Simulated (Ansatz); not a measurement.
Elements on the sites of an ideal fcc lattice, at a guessed lattice constant:

```
Ni Cu Ru Ag Ir
1.0
    -3.82814    3.82814   -3.82814
     3.82814    3.82814    3.82814
     3.82814   -3.82814   -3.82814
Ni Cu Ru Ag Ir
1 5 2 3 5
Direct
  0.50000 0.75000 0.75000
  0.50000 0.00000 0.50000
  0.75000 0.75000 0.50000
  0.25000 0.50000 0.25000
  0.00000 0.75000 0.25000
  0.25000 0.75000 0.00000
  0.00000 0.00000 0.00000
  0.75000 0.25000 0.00000
  0.75000 0.50000 0.75000
  0.50000 0.25000 0.25000
  0.50000 0.50000 0.00000
  0.25000 0.00000 0.75000
  0.00000 0.25000 0.75000
  0.25000 0.25000 0.50000
  0.00000 0.50000 0.50000
  0.75000 0.00000 0.25000
```

Cell and atoms were relaxed without symmetry on coarser meshes and computed once more. Level of theory: DFT PBE, scalar-relativistic, plane waves, PAW in Ansatz.

Plane waves to 420 eV, a k mesh through Γ of 5×6×6 on the computed 16-atom cell and Gaussian smearing (0.10 eV); no spin polarisation.

The relaxation ran on 3×3×3 k points with a smearing of 0.1 eV, from sites shaken by 0.02 Å.

**Question.** What does the relaxation give?

**Answer.** A volume of 14.10 Å³/atom and no gap on the mesh. It lies 0.22 eV/atom above the elements' standard states (static lattices, no corrections for gases). The atoms leave their sites by 0.09 Å (root mean square) and 0.14 Å at most, and the cell stretches by up to 0.8 % at fixed volume.

```yaml
crystal:
  lattice:
    - [-3.86197, 3.85947, -3.83060]
    - [3.84749, 3.84798, 3.83359]
    - [3.82596, -3.86246, -3.79758]
  atoms:
    - { symbol: Ni, position: [0.49224, 0.75365, 0.74753] }
    - { symbol: Cu, position: [0.49652, 0.98814, 0.49394] }
    - { symbol: Cu, position: [0.74668, 0.75199, 0.50238] }
    - { symbol: Cu, position: [0.25328, 0.51338, 0.25185] }
    - { symbol: Cu, position: [0.00907, 0.75070, 0.25273] }
    - { symbol: Cu, position: [0.25169, 0.74652, 0.99993] }
    - { symbol: Ru, position: [0.99538, 0.01733, 0.00118] }
    - { symbol: Ru, position: [0.74680, 0.22803, 0.99213] }
    - { symbol: Ag, position: [0.75977, 0.51180, 0.75859] }
    - { symbol: Ag, position: [0.49737, 0.25198, 0.25502] }
    - { symbol: Ag, position: [0.50354, 0.51002, 0.00814] }
    - { symbol: Ir, position: [0.24636, 0.98531, 0.74141] }
    - { symbol: Ir, position: [0.99004, 0.22606, 0.74060] }
    - { symbol: Ir, position: [0.23280, 0.23838, 0.49274] }
    - { symbol: Ir, position: [0.01793, 0.50550, 0.49237] }
    - { symbol: Ir, position: [0.75625, 0.00688, 0.24936] }
```

The final mesh leaves forces up to 0.10 eV/Å and stresses up to 0.2 GPa: the relaxation ran on a coarser mesh, so the cell's shape, its bonds and its energy belong partly to that mesh.

Spin-orbit coupling is left out, which matters for the bands of heavy elements. Spin polarisation was left out, and a magnetic state may lie lower.

Cost: 2 runs of about 33 core-minutes in all (earlier runs that led there not counted), on Intel Xeon Platinum 8259CL (Skylake/Cascade Lake) (shared hosts).